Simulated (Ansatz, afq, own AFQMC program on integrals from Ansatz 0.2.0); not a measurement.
Integrals from Ansatz 0.2.0, then the random walk in our own AFQMC program (afq).

```yaml
crystal:
  periodic: [false, false, false]
  atoms:
    - {symbol: Ge, position_ang: [0.000000, 0.000000, 0.080265]}
    - {symbol: C, position_ang: [0.000000, 0.000000, -1.701841]}
    - {symbol: H, position_ang: [0.000000, 0.000000, 1.621576]}
basis:
  gaussian: {orbitals: cc-pVDZ}
magnetization: {spin_polarized: true, initial_magnetization: 3}
correlation: {method: ccsd_t, electrons: outside_noble_gas, hamiltonian_folder: ham}
```

```sh
$ ansatz run in.yaml --threads 1 --pin off --events-out ev --progress --plain --max-ram 15360MiB --backend cuda --devices 0, --max-vram 18GiB
```

afq runs on the folder ham with

```
--method phaseless --trial cisd --walkers 4000 --populations 20 --least-time 60 --time-step 0.005 --steps-per-block 50 --equilibration-blocks 28 --max-blocks 4000 --target-error 0.00018 --factor-cut 1e-05 --start spin_pure --seed 1609 --release-times 0.24,0.51,0.99,1.62,2.4 --release-step 0.03 --release-every 3 --taylor-order 6
```

Times are imaginary, in 1/Eh. The walk had a cap of 122 s. With eight or more populations the least sampling time is a fifth of least-time, and the error comes from their spread. Filled inner d shells are frozen with the cores.

afq prints:

```
orbitals 31  electrons 6 3  factors 237 of 504
reference energy -2113.51463489 Eh
CCSD correlation -0.18194325 Eh in 14 cycles, weight of the determinant in the CISD state 0.8700
energy of the start -2113.694919 Eh
 block  time / (1/Eh)  mean weight  energy / Eh
     1     0.250  0.9998  -2113.693989
     2     0.500  0.9999  -2113.695658
     3     0.750  1.0000  -2113.697468
     4     1.000  0.9999  -2113.699094
     5     1.250  1.0000  -2113.700457
     8     2.000  1.0001  -2113.702594
    11     2.750  1.0000  -2113.703703
    14     3.500  1.0000  -2113.704440
    17     4.250  1.0002  -2113.705367
    20     5.000  1.0000  -2113.704866
    23     5.750  1.0001  -2113.706125
    25     6.250  1.0000  -2113.703908
    26     6.500  1.0001  -2113.705367
    29     7.250  1.0000  -2113.705422
    32     8.000  1.0000  -2113.705489
    35     8.750  1.0000  -2113.705893
    38     9.500  1.0001  -2113.705306
    41    10.250  1.0002  -2113.705384
    44    11.000  1.0001  -2113.705273
    47    11.750  0.9999  -2113.705914
    50    12.500  1.0000  -2113.705840
    53    13.250  1.0001  -2113.705928
    56    14.000  1.0002  -2113.705980
    59    14.750  1.0000  -2113.706018
    62    15.500  1.0000  -2113.705881
    65    16.250  1.0002  -2113.704895
    68    17.000  0.9999  -2113.710170
    71    17.750  0.9999  -2113.705350
    74    18.500  1.0002  -2113.705496
    77    19.250  1.0001  -2113.704815
    78    19.500  1.0002  -2113.705558
error from the spread of 20 populations
released: time / (1/Eh)  energy / Eh  error  mean overlap
  0.24  -2113.705809  0.000109  0.9980
  0.51  -2113.706087  0.000092  0.9966
  0.99  -2113.706258  0.000072  0.9983
  1.62  -2113.706319  0.000148  1.0003
  2.40  -2113.706754  0.000138  0.9903
energy -2113.705615 +/- 0.000170 Eh
(rows thinned)
```

The run passed its tests (sampling time, drift between the halves within three errors, error under three times the target), which doesn't prove that it has relaxed.

Against this walk (error 4.6 meV) on the same determinant: CCSD(T) 37.6 meV higher, CCSDT(Q) 58.3 meV lower, CCSDTQ 62.7 meV lower. The error is statistical and leaves out the bias of the constraint. The released energies are still falling (meV from the phaseless value at times in 1/Eh: -5 ± 3 at 0.24, -13 ± 3 at 0.51, -17.5 ± 2.0 at 0.99, -19 ± 4 at 1.62, -31 ± 4 at 2.40), so they give no level; they do show a bias of the constraint, and the last of them that isn't too noisy lies 32 meV above CCSDTQ. CCSDTQ is the surest value here, so the walk's 63 meV above it is most likely the bias of the constraint with this trial, which can have either sign.

Cautions: constraint bias not in the error; no relativity below Rb; no spin-orbit coupling; inner d shell frozen; another spin lies lower; unrestricted determinant slightly spin contaminated (⟨S²⟩ 3.81 against 3.75).

The walk took 42 s on 1 × NVIDIA H100 80GB HBM3 with 2 threads of AMD EPYC 7R13 Processor (Zen 3) (shared host) (the card was shared). The log's last line is the phaseless energy.

CCSDT and higher add their correlation energy to the determinant of the CCSD(T) run, since their own runs factorise the integrals more tightly (a shift of under 2 meV). A walk keeps the symmetry of its determinant, which the program's search chose and which needn't be the lowest solution, so a lower state of the same spin and another symmetry isn't excluded.
